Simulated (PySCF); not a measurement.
Metal–ligand bonds in Cd(Cl)1–Y. Isolated molecules, 0 K electronic values unless said otherwise. One relaxed conformer stands for each flexible species; it need not be the lowest. Multiplicities are imposed; where one is given, others were not computed. Strings in code marks are SMILES.

The highest occupied spin orbital from two functionals at the same geometries (r2SCAN-D4/def2-SVP), both in PySCF: PBE-D3(BJ)/def2-TZVP and B3LYP-D3(BJ)/def2-TZVP. B3LYP has the VWN-RPA correlation part, as in Gaussian. 

```
species                                 PBE-D3(BJ)/def2-TZVP (eV)
--------------------------------------  -------------------------
ligand removed as a radical ([Cd(Cl)])                      -5.65
free radical OH                                             -7.16
free radical CH3                                            -5.38
free radical SH (`[SH]`)                                    -6.12
```

Q: What does B3LYP-D3(BJ)/def2-TZVP give for each?

A: 
- ligand removed as a radical ([Cd(Cl)]): -6.39
- free radical OH: -8.84
- free radical CH3: -6.45
- free radical SH (`[SH]`): -7.17
Over these rows, drawn at random from the members with no instability flagged (it was tested for open shells, ions and some series alone), PBE minus B3LYP-D3(BJ): mean +1.13 eV, from +0.74 eV to +1.68 eV.
